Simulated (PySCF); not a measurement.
**SiO: bond curves at several levels of theory**

One table from this session's results is given with a row withheld; the runs are named, their logs left out.

The runs use PySCF 2.14.0; Si def2-SVP, O def2-SVP, no relativity.

The first run:

Settings of the job:

| Item | Value |
| --- | --- |
| atoms | Si, O |
| charge | 0 |
| basis | Si def2-SVP, O def2-SVP |
| Hamiltonian | no relativity |
| basis functions | 32 |
| electrons treated | 22 |
| masses in u | 27.9769, 15.9949 |
| levels | PBE0, PBE, r²SCAN, TPSS, MN15, LDA, HF, MP2, SCS-MP2, CCSD, CCSD(T) |
| grid | 80 radial by 434 angular points |
| occupations | held fixed by the projection of orbital angular momentum |
| dissociation limit | Si + O, each in its ground configuration |
| starting distance in angstrom | 1.715 |
| values of 2S to try | 0, 2, 4 |

The run is started by

```console
$ OMP_NUM_THREADS=1 python dia.py task.json out
```

Among the steps run: Set-up; First curve: PBE0; Excited determinants; PBE (GGA); r²SCAN; TPSS; MN15; LDA; RHF (mean field); MP2 and coupled cluster.

One table of the session follows, with a row left open; its other results are not shown here.

```
      level  Re (Å)  ωe (cm⁻¹)  De (eV)
        RHF   1.492       1397     4.42
    RHF-MP2   1.543       1182     7.89
RHF-SCS-MP2   1.539       1202     7.66
   RHF-CCSD   1.526       1266     7.12
RHF-CCSD(T)   1.537       1206     7.39
        LDA   1.532       1212     9.45
        PBE   1.545       1182     8.30
       TPSS   1.541       1197     7.86
     r²SCAN   1.530       1232     7.86
       PBE0   1.523       1261     7.63
       MN15       ?          ?        ?
```

Q: Estimate the row for MN15 from the others.

**Answer.** Re (Å): 1.515; ωe (cm⁻¹): 1299; De (eV): 8.18. In the column «Re (Å)» it lies between RHF (1.492) and PBE0 (1.523).

De is counted to Si + O in their ground configurations.
